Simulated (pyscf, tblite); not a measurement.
B–O–SiH₃ [singlet] + H₂ → H₂B–O–SiH₃: energy along the mass-weighted descent from the GFN2-xTB saddle (tblite), relative to the relaxed reactant side, a complex of the molecules.

```json
[
 {"s (amu^1/2 bohr)": "-4.17", "E (kcal/mol)": "0.3"},
 {"s (amu^1/2 bohr)": "-4.10", "E (kcal/mol)": "0.4"},
 {"s (amu^1/2 bohr)": "-4.02", "E (kcal/mol)": "0.4"},
 {"s (amu^1/2 bohr)": "-3.72", "E (kcal/mol)": "0.8"},
 {"s (amu^1/2 bohr)": "-3.24", "E (kcal/mol)": "0.9"},
 {"s (amu^1/2 bohr)": "-2.76", "E (kcal/mol)": "1.1"},
 {"s (amu^1/2 bohr)": "-2.16", "E (kcal/mol)": "1.3"},
 {"s (amu^1/2 bohr)": "-1.56", "E (kcal/mol)": "2.0"},
 {"s (amu^1/2 bohr)": "-1.08", "E (kcal/mol)": "3.9"},
 {"s (amu^1/2 bohr)": "-0.600", "E (kcal/mol)": "6.2"},
 {"s (amu^1/2 bohr)": "0.000", "E (kcal/mol)": "7.4"},
 {"s (amu^1/2 bohr)": "0.600", "E (kcal/mol)": "4.7"},
 {"s (amu^1/2 bohr)": "1.08", "E (kcal/mol)": "-3.1"},
 {"s (amu^1/2 bohr)": "1.56", "E (kcal/mol)": "-16.0"},
 {"s (amu^1/2 bohr)": "2.16", "E (kcal/mol)": "-36.8"},
 {"s (amu^1/2 bohr)": "2.76", "E (kcal/mol)": "-57.6"},
 {"s (amu^1/2 bohr)": "3.24", "E (kcal/mol)": "-70.3"},
 {"s (amu^1/2 bohr)": "3.72", "E (kcal/mol)": "-76.9"},
 {"s (amu^1/2 bohr)": "4.20", "E (kcal/mol)": "-78.8"},
 {"s (amu^1/2 bohr)": "4.23", "E (kcal/mol)": "-78.8"},
 {"s (amu^1/2 bohr)": "4.27", "E (kcal/mol)": "-78.9"}
]
```

Question: The GFN2-xTB barrier from the reactant side is 0.32 eV. What does ωB97X-D3(BJ) (PySCF) give from its own reactant-side minimum, in def2-SVP and in def2-TZVP?

Answer: 1.71 eV in the double-zeta basis after reoptimising the saddle, and 1.80 eV in the triple-zeta single point, so the tight-binding barrier lies 1.48 eV under the latter. The imaginary mode goes from 752i to 1560i cm⁻¹.
